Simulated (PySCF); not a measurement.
PySCF input (PW6B95/def2-TZVPD):

```python
from pyscf import gto, scf, dft

mol = gto.M(
    atom='''
    P     0.00000000    0.00000000    0.00000000
    H     0.01153407    1.31627200   -0.47059855
    H     1.13540986   -0.67067869   -0.46389931
    H    -1.14728752   -0.65050087   -0.46340908
    H     0.00034359    0.00490756    1.39790694
    ''',
    basis='def2-tzvpd',
    charge=1,
    spin=0,
    verbose=4,
)

mf = dft.RKS(mol, xc='pw6b95').density_fit(auxbasis='def2-universal-jkfit')
mf.grids.level = 3
mf.conv_tol = 1e-9
mf.max_cycle = 100
mf.max_memory = 1500
mf.kernel()
if not mf.converged:
    mf = mf.newton()
    mf.kernel(mf.make_rdm1())
mf.analyze()
```

End of the output:

```
Extra cycle  E= -343.750600772644  delta_E= -2.84e-13  |g|= 1.52e-07  |ddm|= 9.5e-07
converged SCF energy = -343.750600772644
**** SCF Summaries ****
Total Energy =                        -343.750600772644304
Nuclear Repulsion Energy =              24.103711244211937
One-electron Energy =                 -516.419147068049256
Two-electron Energy =                  148.564835051193029
Two-electron Coulomb Energy =          173.329116636950801
DFT Exchange-Correlation Energy =      -24.764281585757761
HOMO-LUMO gap [eV] =                    13.213705718255452
**** MO energy ****
MO #1   energy= -77.7326501613278  occ= 2
MO #2   energy= -6.96682746938513  occ= 2
MO #3   energy= -5.10116109752113  occ= 2
MO #4   energy= -5.10116100826167  occ= 2
MO #5   energy= -5.10116095501989  occ= 2
MO #6   energy= -0.983094823453019 occ= 2
MO #7   energy= -0.70956727902467  occ= 2
MO #8   energy= -0.709567116507326 occ= 2
MO #9   energy= -0.709566852081002 occ= 2
MO #10  energy= -0.223972119473719 occ= 0
MO #11  energy= -0.223972077842206 occ= 0
MO #12  energy= -0.223971937439085 occ= 0
MO #13  energy= -0.207871563618212 occ= 0
MO #14  energy= -0.125568650868091 occ= 0
MO #15  energy= -0.125568627215327 occ= 0
MO #16  energy= -0.0843509901146341 occ= 0
MO #17  energy= -0.0843509412052013 occ= 0
MO #18  energy= -0.0843506115897385 occ= 0
MO #19  energy= -0.0478990879364485 occ= 0
MO #20  energy= 0.0190042568555751 occ= 0
MO #21  energy= 0.0190045429888302 occ= 0
MO #22  energy= 0.0190059703948876 occ= 0
MO #23  energy= 0.0669281566646052 occ= 0
MO #24  energy= 0.0669284835161284 occ= 0
MO #25  energy= 0.0669286769349268 occ= 0
MO #26  energy= 0.0790539585279886 occ= 0
MO #27  energy= 0.0838332304473346 occ= 0
MO #28  energy= 0.08383368791518   occ= 0
MO #29  energy= 0.0838343457029419 occ= 0
MO #30  energy= 0.115931676984067  occ= 0
MO #31  energy= 0.115931957563362  occ= 0
MO #32  energy= 0.244323433724541  occ= 0
MO #33  energy= 0.244323654777819  occ= 0
MO #34  energy= 0.244323825103112  occ= 0
MO #35  energy= 0.254177828404043  occ= 0
MO #36  energy= 0.268886179469273  occ= 0
MO #37  energy= 0.268886834368766  occ= 0
MO #38  energy= 0.347591342616788  occ= 0
MO #39  energy= 0.347592224444513  occ= 0
MO #40  energy= 0.347592276521076  occ= 0
MO #41  energy= 0.46731548564942   occ= 0
MO #42  energy= 0.467315650184758  occ= 0
MO #43  energy= 0.467316098081397  occ= 0
MO #44  energy= 0.611146244246772  occ= 0
MO #45  energy= 0.904781293019003  occ= 0
MO #46  energy= 0.904782971942505  occ= 0
MO #47  energy= 0.904784025001774  occ= 0
MO #48  energy= 1.06302907522383   occ= 0
MO #49  energy= 1.06303014493429   occ= 0
MO #50  energy= 1.0630311990463    occ= 0
MO #51  energy= 1.07680486139855   occ= 0
MO #52  energy= 1.07680557340981   occ= 0
MO #53  energy= 1.11431785997972   occ= 0
MO #54  energy= 1.11431953403325   occ= 0
MO #55  energy= 1.11431981932509   occ= 0
MO #56  energy= 1.30542296913102   occ= 0
MO #57  energy= 1.49817235184117   occ= 0
MO #58  energy= 1.49817281864858   occ= 0
MO #59  energy= 1.49817327287878   occ= 0
MO #60  energy= 1.7087259429127    occ= 0
MO #61  energy= 1.70872657953384   occ= 0
MO #62  energy= 1.72541823506138   occ= 0
MO #63  energy= 1.72541879087672   occ= 0
MO #64  energy= 1.72541893127468   occ= 0
MO #65  energy= 1.88287835834499   occ= 0
MO #66  energy= 1.88287867141114   occ= 0
MO #67  energy= 1.88287893758484   occ= 0
MO #68  energy= 2.35399733878534   occ= 0
MO #69  energy= 2.4318477848733    occ= 0
MO #70  energy= 2.43184812432347   occ= 0
MO #71  energy= 2.43184854043204   occ= 0
MO #72  energy= 2.5016210167651    occ= 0
MO #73  energy= 2.66124253641435   occ= 0
MO #74  energy= 2.6612430114366    occ= 0
MO #75  energy= 2.66124343737344   occ= 0
MO #76  energy= 7.12836887305734   occ= 0
MO #77  energy= 7.12836960207406   occ= 0
MO #78  energy= 7.12837166317057   occ= 0
MO #79  energy= 14.5367551883037   occ= 0
 ** Mulliken pop on meta-lowdin orthogonal AOs  **
 ** Mulliken pop  **
pop of  0 P 1s            1.99995
pop of  0 P 2s            1.99568
pop of  0 P 3s            1.31251
pop of  0 P 4s            0.00796
pop of  0 P 5s            0.00051
pop of  0 P 6s            0.00005
pop of  0 P 2px           1.99989
pop of  0 P 2py           1.99989
pop of  0 P 2pz           1.99989
pop of  0 P 3px           1.00191
pop of  0 P 3py           1.00191
pop of  0 P 3pz           1.00191
pop of  0 P 4px           0.01700
pop of  0 P 4py           0.01700
pop of  0 P 4pz           0.01700
pop of  0 P 5px           0.00067
pop of  0 P 5py           0.00067
pop of  0 P 5pz           0.00067
pop of  0 P 6px           0.00041
pop of  0 P 6py           0.00041
pop of  0 P 6pz           0.00041
pop of  0 P 3dxy          0.00754
pop of  0 P 3dyz          0.00379
pop of  0 P 3dz^2         0.01126
pop of  0 P 3dxz          0.00371
pop of  0 P 3dx2-y2       0.00747
pop of  0 P 4dxy          0.00186
pop of  0 P 4dyz          0.00094
pop of  0 P 4dz^2         0.00278
pop of  0 P 4dxz          0.00092
pop of  0 P 4dx2-y2       0.00184
pop of  0 P 5dxy          0.00002
pop of  0 P 5dyz          0.00001
pop of  0 P 5dz^2         0.00003
pop of  0 P 5dxz          0.00001
pop of  0 P 5dx2-y2       0.00002
pop of  0 P 4f-3          0.00160
pop of  0 P 4f-2          0.00005
pop of  0 P 4f-1          0.00001
pop of  0 P 4f+0          0.00199
pop of  0 P 4f+1          0.00001
pop of  0 P 4f+2          0.00005
pop of  0 P 4f+3          0.00000
pop of  1 H 1s            0.86821
pop of  1 H 2s            0.01223
pop of  1 H 3s            0.00152
pop of  1 H 2px           0.00077
pop of  1 H 2py           0.00610
pop of  1 H 2pz           0.00145
pop of  1 H 3px           0.00196
pop of  1 H 3py           0.00043
pop of  1 H 3pz           0.00177
pop of  2 H 1s            0.86822
pop of  2 H 2s            0.01223
pop of  2 H 3s            0.00152
pop of  2 H 2px           0.00473
pop of  2 H 2py           0.00216
pop of  2 H 2pz           0.00143
pop of  2 H 3px           0.00082
pop of  2 H 3py           0.00157
pop of  2 H 3pz           0.00177
pop of  3 H 1s            0.86822
pop of  3 H 2s            0.01223
pop of  3 H 3s            0.00152
pop of  3 H 2px           0.00482
pop of  3 H 2py           0.00207
pop of  3 H 2pz           0.00143
pop of  3 H 3px           0.00080
pop of  3 H 3py           0.00159
pop of  3 H 3pz           0.00177
pop of  4 H 1s            0.86821
pop of  4 H 2s            0.01223
pop of  4 H 3s            0.00152
pop of  4 H 2px           0.00077
pop of  4 H 2py           0.00077
pop of  4 H 2pz           0.00678
pop of  4 H 3px           0.00196
pop of  4 H 3py           0.00196
pop of  4 H 3pz           0.00024
 ** Mulliken atomic charges  **
charge of    0P =      0.57782
charge of    1H =      0.10555
charge of    2H =      0.10555
charge of    3H =      0.10555
charge of    4H =      0.10555

WARN: System has nonzero charge 1; the dipole moment is origin-dependent.
Location of origin: [0. 0. 0.]

Dipole moment(X, Y, Z, Debye):  0.00000,  0.00001,  0.00001
```
